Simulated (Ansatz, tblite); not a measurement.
Removing an electron: BN₂⁻. Total charge -1; singlet. Geometry: PBE0-D4/def2-TZVPD. Ansatz, gas phase; energy differences of separate SCF runs; the oxidised species was run as a doublet alone.

Cartesian coordinates in Å:
```
B -0.350 -0.805 -0.199
N 0.576 0.348 -0.385
N -0.226 0.457 0.585
```

The xTB rows come from tblite. Correlated methods freeze 3 core orbitals. The structure comes from a short search, and lower isomers may exist.

(1) Estimate orbital energies and vertical ionisation energies at: GFN1-xTB; GFN2-xTB; HF/def2-TZVPPD; PBE-D4/def2-TZVPD; r2SCAN-D4/def2-TZVPD; PBE0-D4/def2-TZVPD; MP2/def2-TZVPPD; CCSD/def2-TZVPPD; CCSD(T)/def2-TZVPPD.

## Answers

(1) 
```
               level  −HOMO (eV)  vertical IE (eV)  −LUMO (eV)  HOMO–LUMO gap (eV)                       remarks
            GFN1-xTB        2.63              6.54        0.55                2.08                             –
            GFN2-xTB       -0.79              4.59       -0.90                0.11                             –
      HF/def2-TZVPPD           –              0.87           –                   –                             –
   PBE-D4/def2-TZVPD       -1.15              1.89       -2.64                1.49  HOMO above zero (-1 singlet)
r2SCAN-D4/def2-TZVPD       -0.99              1.76       -2.91                1.92  HOMO above zero (-1 singlet)
  PBE0-D4/def2-TZVPD       -0.15              1.87       -4.04                3.88  HOMO above zero (-1 singlet)
     MP2/def2-TZVPPD           –              1.87           –                   –                             –
    CCSD/def2-TZVPPD           –              1.91           –                   –                             –
 CCSD(T)/def2-TZVPPD           –              1.97           –                   –                             –
```

  A HOMO above zero means that the electron is unbound at that level or that self-interaction error raises the level; the energy of removing that electron tells which. Raw xTB energy differences between charge states are shifted by several eV; the methods need an empirical correction for them.
